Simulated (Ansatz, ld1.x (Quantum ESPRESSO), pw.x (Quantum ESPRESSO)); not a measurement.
# Equation-of-state test of one PAW potential (Zr (Z = 40))

```
Element                 : zirconium
Generator               : ld1.x (Quantum ESPRESSO) 7.5
Type                    : PAW
Functional              : LDA (PW92)
Relativity              : scalar-relativistic
Frozen core             : [Kr]
Valence charge          : 4
Reference configuration : 4d2 5s2 5p0
Partial waves           : 5s (bound): rcut 2.85, rcutus 3.15 bohr; 5s channel at 4.9 Ry: rcut 2.85, rcutus 3.15 bohr; 5p (bound, empty): rcut 3.10, rcutus 3.60 bohr; 5p channel at 3.05 Ry: rcut 3.10, rcutus 3.60 bohr; 4d (bound): rcut 2.40, rcutus 2.85 bohr; 4d channel at 0.8 Ry: rcut 2.40, rcutus 2.85 bohr
Local potential         : all-electron potential smoothed inside 2.50 bohr (lloc = -1)
Core correction         : Bessel-smoothed model core inside 2.40 bohr
Augmentation charge     : GAUSS, radius 1.80 bohr
```

Crystal test: sc Zr in pw.x 7.5, no spin, 12³ k-points, Fermi–Dirac smearing 0.01 Ry, cutoffs 40/320 Ry. The lattice is a test structure that the element need not adopt, and mesh and smearing are coarse.

pw.x input:

```
&control
  calculation='scf', prefix='x', pseudo_dir='./', outdir='./tmp', tstress=.true., disk_io='none'
/
&system
  ibrav=0, nat=1, ntyp=1, ecutwfc=40, ecutrho=320, nbnd=9,
  occupations='smearing', smearing='fd', degauss=0.01
/
&electrons
  conv_thr=1e-09, mixing_beta=0.4, electron_maxstep=70
/
ATOMIC_SPECIES
Zr 1.0 Zr.UPF
CELL_PARAMETERS angstrom
  2.84246496 0.00000000 0.00000000
  0.00000000 2.84246496 0.00000000
  0.00000000 0.00000000 2.84246496
ATOMIC_POSITIONS crystal
Zr 0.0000 0.0000 0.0000
K_POINTS automatic
12 12 12 0 0 0
```

```bash
pw.x < Zr.scf.in > Zr.scf.out
```

How does the run end?

Failed: no self-consistency to 1e-9 Ry within 70 iterations. The largest radius (3.60 bohr) exceeds half the bond length (2.69 bohr), so the spheres overlap, which is one possible source of error among others. Note: ghost state, extra bound levels that the all-electron valence spectrum of the same l lacks: s at -288.3 eV. A true bound ghost makes a file unfit for plane-wave use. Atomic configuration tests: test run stopped at test 4 of 9 (negative rho). The log shows:

```
     number of k points=    84  Fermi-Dirac smearing, width (Ry)=  0.0100
     iteration #  1     ecut=    40.00 Ry     beta= 0.40
     c_bands:  1 eigenvalues not converged
     negative rho (up, down):  6.090E+00 0.000E+00
     total energy              =   -1001.20075424 Ry
     estimated scf accuracy    <     169.08922487 Ry
     iteration #  2     ecut=    40.00 Ry     beta= 0.40
     negative rho (up, down):  2.336E+00 0.000E+00
     total energy              =     346.72290387 Ry
     estimated scf accuracy    <    1403.55180697 Ry
     iteration #  3     ecut=    40.00 Ry     beta= 0.40
     negative rho (up, down):  2.423E+00 0.000E+00
     total energy              =    -203.65511448 Ry
     estimated scf accuracy    <       5.15254262 Ry
     iteration #  4     ecut=    40.00 Ry     beta= 0.40
     negative rho (up, down):  4.688E+00 0.000E+00
     total energy              =     -85.35406078 Ry
     estimated scf accuracy    <       6.11296266 Ry
     [... 62 iterations left out ...]
     iteration # 67     ecut=    40.00 Ry     beta= 0.40
     c_bands:  1 eigenvalues not converged
     c_bands:  1 eigenvalues not converged
     negative rho (up, down):  1.162E-02 0.000E+00
     total energy              =    -222.95158049 Ry
     estimated scf accuracy    <       0.00399833 Ry
     iteration # 68     ecut=    40.00 Ry     beta= 0.40
     negative rho (up, down):  2.888E-03 0.000E+00
     total energy              =    -222.98895581 Ry
     estimated scf accuracy    <       0.00643778 Ry
     iteration # 69     ecut=    40.00 Ry     beta= 0.40
     negative rho (up, down):  1.785E-04 0.000E+00
     total energy              =    -223.06689426 Ry
     estimated scf accuracy    <       0.00677457 Ry
     iteration # 70     ecut=    40.00 Ry     beta= 0.40
     total energy              =    -223.05126196 Ry
     estimated scf accuracy    <       0.00474729 Ry
     convergence NOT achieved after  70 iterations: stopping
     Message from routine punch:
     Nothing written, as per user request (disk_io='none')
```
